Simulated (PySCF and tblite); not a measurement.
Results of a calculation; reference values are marked as such.
System: C₃H₄N₂O, numbered as in [OH:1][c:2]1[cH:3][n:4][nH:5][cH:6]1.

For the shift of H on N5 from N5 to N4: electronic barrier 48.54 kcal/mol, zero-point change -3.95 kcal/mol, thermal and entropy terms at 250 K a further 0.02 kcal/mol (symmetry numbers apart). The minimum is Cs, the saddle C1. The path came from a restrained scan, a climbing-image band and a saddle search at GFN2-xTB; energies are PBE0/pcSseg-1 + D3(BJ)//B3LYP-D3(BJ)/def2-SVP, thermal terms GFN2-xTB. Rates follow Eyring's equation with the number of equivalent paths and no tunnelling. Programs: tblite and PySCF.

(1) How many equivalent paths lead out of the minimum?

(2) Work out the rate at 250 K.

Tunnelling of the moving H, left out here, will speed the real process. In real samples such hydrogens mostly exchange between molecules or through solvent, far faster than by this path.

Answers

(1) 2: the symmetry number of the minimum is 1, that of the saddle displaced along its mode 1, and the displaced saddle is chiral while the minimum is not, which doubles the count.

(2) ΔG‡ = 44.61 kcal/mol; k_B T/h = 5.2×10¹² s⁻¹; exp(−ΔG‡/RT) = 1×10⁻³⁹; times 2 gives k = 1.1×10⁻²⁶ s⁻¹.
